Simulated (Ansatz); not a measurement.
Results of PBE-D3(BJ) (plane waves, PAW; Ansatz, a first-principles code) for 1T (CdI2-type) HfS₂.

The input as run:

Ansatz 0.2 input:
```yaml
crystal:
  lattice:
    - [1.8027508118, -3.1224559994, 0.0]
    - [1.8027508118, 3.1224559994, 0.0]
    - [0.0, 0.0, 5.7678009952]
  atoms:
    - { symbol: Hf, position: [0.0, 0.0, 0.0] }
    - { symbol: S, position: [0.3333333333, 0.6666666667, 0.2525368544] }
    - { symbol: S, position: [0.6666666667, 0.3333333333, 0.7474631456] }
basis:
  ecutwfc: 520
  ecutrho_ratio: 4
  xc_grid: 2
kpoints:
  mp_grid: { grid: [12, 12, 6] }
  band_path:
    path:
      - [0.0, 0.0, 0.0]
      - [0.05, 0.0, 0.0]
      - [0.1, 0.0, 0.0]
      - [0.15, 0.0, 0.0]
      - [0.2, 0.0, 0.0]
      - [0.25, 0.0, 0.0]
      - [0.3, 0.0, 0.0]
      - [0.35, 0.0, 0.0]
      - [0.4, 0.0, 0.0]
      - [0.45, 0.0, 0.0]
      - [0.5, 0.0, 0.0]
      - [0.466667, 0.066667, 0.0]
      - [0.433333, 0.133333, 0.0]
      - [0.4, 0.2, 0.0]
      - [0.366667, 0.266667, 0.0]
      - [0.333333, 0.333333, 0.0]
      - [0.30303, 0.30303, 0.0]
      - [0.272727, 0.272727, 0.0]
      - [0.242424, 0.242424, 0.0]
      - [0.212121, 0.212121, 0.0]
      - [0.181818, 0.181818, 0.0]
      - [0.151515, 0.151515, 0.0]
      - [0.121212, 0.121212, 0.0]
      - [0.090909, 0.090909, 0.0]
      - [0.060606, 0.060606, 0.0]
      - [0.030303, 0.030303, 0.0]
      - [0.0, 0.0, 0.1]
      - [0.0, 0.0, 0.2]
      - [0.0, 0.0, 0.3]
      - [0.0, 0.0, 0.4]
      - [0.0, 0.0, 0.5]
      - [0.05, 0.0, 0.5]
      - [0.1, 0.0, 0.5]
      - [0.15, 0.0, 0.5]
      - [0.2, 0.0, 0.5]
      - [0.25, 0.0, 0.5]
      - [0.3, 0.0, 0.5]
      - [0.35, 0.0, 0.5]
      - [0.4, 0.0, 0.5]
      - [0.45, 0.0, 0.5]
      - [0.5, 0.0, 0.5]
      - [0.466667, 0.066667, 0.5]
      - [0.433333, 0.133333, 0.5]
      - [0.4, 0.2, 0.5]
      - [0.366667, 0.266667, 0.5]
      - [0.333333, 0.333333, 0.5]
      - [0.30303, 0.30303, 0.5]
      - [0.272727, 0.272727, 0.5]
      - [0.242424, 0.242424, 0.5]
      - [0.212121, 0.212121, 0.5]
      - [0.181818, 0.181818, 0.5]
      - [0.151515, 0.151515, 0.5]
      - [0.121212, 0.121212, 0.5]
      - [0.090909, 0.090909, 0.5]
      - [0.060606, 0.060606, 0.5]
      - [0.030303, 0.030303, 0.5]
      - [0.5, 0.0, 0.4]
      - [0.5, 0.0, 0.3]
      - [0.5, 0.0, 0.2]
      - [0.5, 0.0, 0.1]
      - [0.333333, 0.333333, 0.4]
      - [0.333333, 0.333333, 0.3]
      - [0.333333, 0.333333, 0.2]
      - [0.333333, 0.333333, 0.1]
    npoints: 1
hamiltonian:
  xc: pbe
  dispersion: d3bj
  pseudopotentials: { kind: paw }
scf:
  occupations: { method: fermi_dirac, width: 0.01 }
  convergence: { dr2_threshold: 0.0000000003 }
output:
  forces: true
  stress: true
  eigenvalues: true
  write_bands: true
```

From the output:

```
Crystal: 3 atoms, lattice volume = 64.934 Å³
Basis set: ecut = 520 eV, 1785 PW (Γ), exchange–correlation on 54×54×90 points (8 copies of the dense FFT grid, shifted against one another)
Bands: 23, of which v1, the nominal top of the filled ones, is band 19 counted from 1 (18 counted from 0)
Symmetry: 12 space group operations
Space group: P-3m1 (ITA 164), of the structure as read, at distance tolerance 4.0e-5 Å
k-points: 100 of 864
Functional: x = pbe(κ = 0.804, μ = 0.2195149727645171), c = pbe(β = 0.06672455060314922)
SCF iter   1: F=—  HF=-17531.166011 eV  |F-HF|=—  |Δ(HF+E_count)|=         —  Δρ=1.40e-3  dr2=5.32e-4
SCF iter   2: F=—  HF=-17531.165754 eV  |F-HF|=—  |Δ(HF+E_count)|=   2.57e-4  Δρ=8.83e-4  dr2=2.65e-4
  ...
SCF iter   9: F=—  HF=-17531.166083 eV  |F-HF|=—  |Δ(HF+E_count)|=   1.14e-9  Δρ=8.13e-7  dr2=7.37e-10
SCF iter  10: F=-17531.166083 eV  HF=-17531.166083 eV  |F-HF|=3.64e-12  |Δ(HF+E_count)|=  4.37e-11  Δρ=7.77e-8  dr2=3.37e-12
SCF 1 converged in 10 iterations: F = -17531.166083 eV  dr2 = 3.37e-12
SCF converged after 10 iterations
Free energy (F): -17531.166083 eV
Internal energy: -17531.166083 eV  (E = F + TS)
E sigma→0 (E₀):  -17531.166083 eV
Fermi energy:    10.093235 eV
--- Stress (GPa, compression-positive) ---
       -0.000395      -0.000000       0.000000
       -0.000000      -0.000395       0.000000
        0.000000      -0.000000      -0.007949
  P = ⅓ Tr σ = -0.0029 GPa (-0.029 kbar)
```

Computing time: about 12 core-seconds (a rough figure).
